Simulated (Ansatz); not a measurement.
# CH3OSi+: a rigid scan of the bond length Si3–H5

One table from this session's results is given with a row withheld; the runs are named, their logs left out.

Method: single points in def2-TZVPP; program: Ansatz 0.2.0, Gaussian basis.

Levels: PBE-D4, r2SCAN-D4, PBE0-D4, B3LYP-D4, wB97M-V, Hartree-Fock, MP2, CCSD, CCSD(T). The scan takes 1.267, 1.310, 1.374, 1.448, 1.530, 1.619, 1.713, 1.812, 1.915 Å.

Cores are frozen in the correlated methods. B3LYP uses VWN-RPA correlation.

108 further runs of the same task are left out: 108 set aside as unsound or not needed.

## Starting geometry

SMILES `O=[C+][SiH3]`, 6 atoms, charge 1, spin multiplicity 1.

Atoms are counted from 1 here; the program's logs count them from 0.

Bond lengths: O1–C2 1.107 Å, C2–Si3 1.979 Å, Si3–H4 1.459 Å, Si3–H5 1.459 Å, Si3–H6 1.459 Å. Angles: O1–C2–Si3 179.5°, C2–Si3–H4 98.0°, C2–Si3–H5 97.6°, C2–Si3–H6 97.6°, H4–Si3–H5 118.2°, H4–Si3–H6 118.2°, H5–Si3–H6 118.2°.

Coordinates:

```xyz
6
CH3OSi
O     1.0064   -1.8720    0.9795
C     0.5265   -0.9902    0.5133
Si   -0.3206    0.5970   -0.3121
H    -1.4441   -0.0812   -0.9498
H     0.8039    1.0041   -1.1480
H    -0.5721    1.3423    0.9170
```

Set-up of the first run:

Contents of relax/in.yaml:

```yaml
crystal:
  periodic: [false, false, false]
  atoms:
    - {symbol: O, position_ang: [1.006440, -1.871970, 0.979470]}
    - {symbol: C, position_ang: [0.526540, -0.990210, 0.513330]}
    - {symbol: Si, position_ang: [-0.320640, 0.597010, -0.312090]}
    - {symbol: H, position_ang: [-1.444130, -0.081200, -0.949760]}
    - {symbol: H, position_ang: [0.803930, 1.004100, -1.147970]}
    - {symbol: H, position_ang: [-0.572140, 1.342260, 0.917020]}
basis:
  gaussian: {orbitals: def2-TZVP}
total_charge: 1
hamiltonian: {xc: pbe0, dispersion: d4}
relax: {f_tol: 0.005, max_steps: 200}
```

On the command line:

```bash
$ ansatz run in.yaml --threads 2 --pin off --events-out ev --progress --plain --max-ram 4352MiB
```

Among the steps run: Relaxation at PBE0-D4; Reference energies at the minimum; Si3–H5 = 1.267 Å; Si3–H5 = 1.310 Å; Si3–H5 = 1.374 Å; Si3–H5 = 1.448 Å; Si3–H5 = 1.530 Å; Si3–H5 = 1.619 Å; Si3–H5 = 1.713 Å; Si3–H5 = 1.812 Å; Si3–H5 = 1.915 Å.

One of the session's tables, all rows but one given; the rest of the session is left out.

Energies less that of the minimum at the same level (meV):

| bond length (Å) | PBE-D4 | PBE0-D4 | B3LYP-D4 | wB97M-V | Hartree-Fock |
| --- | --- | --- | --- | --- | --- |
| 1.267 | 585 | 552 | 523 | 502 | 504 |
| 1.310 | 350 | 323 | 301 | 284 | 281 |
| 1.374 | 125 | 108 | 96 | 84 | 80 |
| 1.448 | 11 | 6 | 3 | 0 | -2 |
| 1.473 (minimum) | 0 | 0 | 0 | 0 | 0 |
| 1.530 | 17 | 28 | 34 | 41 | 48 |
| 1.619 | 134 | 165 | 176 | 197 | 220 |
| 1.713 | 339 | 393 | 406 | 446 | 490 |
| 1.812 | ? | ? | ? | ? | ? |
| 1.915 | 921 | 1032 | 1035 | 1130 | 1242 |

Estimate the missing values for bond length (Å) = 1.812.

Worked estimate for «PBE-D4». A straight line through the neighbours (1.713, 339) and (1.915, 921) gives 339 + (921 − 339) × (1.812 − 1.713) / (1.915 − 1.713) = 624; a parabola fitted to 3 rows on both sides gives 600.

As computed: PBE-D4: 607; PBE0-D4: 688; B3LYP-D4: 696; wB97M-V: 764; Hartree-Fock: 839. In «PBE-D4» the line misses by +17 and the parabola by -7.

Caveats from the session: A polynomial through the near points puts the CCSD(T) minimum 0.008 Å below the PBE0-D4 value.
